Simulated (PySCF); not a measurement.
These are PBE-D3(BJ)/def2-TZVP // PBE0-D4/def2-TZVP (PySCF 2.14.0) values and carry that method's errors. Gas-phase values, no solvent. One relaxed conformer stands for a flexible species; it need not be the lowest. 

Reference species (SMILES): `[OH]` (neutral, multiplicity 2).

- highest occupied spin orbital: -7.16 eV

Changed species: `O=[C][SiH2]O` (O–C–Si–O torsion 145°, C–Si–O–H torsion 45°) (radical fragment; the reference has radical fragment).

### Question
What does the change do to the highest occupied spin orbital?

### Answer
the highest occupied spin orbital increases by 3.08 eV, to -4.08 eV.
